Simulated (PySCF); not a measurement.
**Potential energy of CO along the bond**

Set-up: PySCF, no relativity, basis sets C cc-pVTZ, O cc-pVTZ. Energies in eV from C + O in their ground configurations at the same level. State: ¹Σ⁺ (singlet), closed shell.

Curves on a restricted Hartree–Fock reference rise too fast on stretching and do not dissociate correctly.

```json
{"R (Å)": "0.969", "RHF-MP2": "-9.003"}
{"R (Å)": "1.014", "RHF-MP2": "-10.300"}
{"R (Å)": "1.059", "RHF-MP2": "-11.060"}
{"R (Å)": "1.093", "RHF-MP2": "-11.361"}
{"R (Å)": "1.127", "RHF-MP2": "-11.483"}
{"R (Å)": "1.161", "RHF-MP2": "-11.464"}
{"R (Å)": "1.206", "RHF-MP2": "-11.270"}
{"R (Å)": "1.262", "RHF-MP2": "-10.837"}
{"R (Å)": "1.330", "RHF-MP2": "-10.138"}
{"R (Å)": "1.420", "RHF-MP2": "-9.052"}
```

**Question.** Put a parabola through the three lowest points of the RHF-MP2 curve and estimate Re, k and ωe (reduced mass 6.856 u; 1 eV/Å² = 0.16022 mdyn/Å; ωe = 1302.8·√(k/μ) cm⁻¹).

**Answer.** Through R = 1.093, 1.127, 1.161 Å the second-order coefficient is 61.0 eV/Å², so Re ≈ 1.139 Å, k ≈ 19.5 mdyn/Å and ωe ≈ 2200 cm⁻¹. A polynomial fit of higher order to the unrounded RHF-MP2 energies gives Re = 1.138 Å, k = 18.2 mdyn/Å, ωe = 2121 cm⁻¹; anharmonicity and rounding make the difference.

The higher-order fit for each curve: RHF-MP2: Re = 1.138 Å, ωe = 2121 cm⁻¹, De = 11.49 eV.

Correlated steps freeze 2 core orbitals. Where the molecule has an RHF reference, its open-shell atoms are computed with UHF.
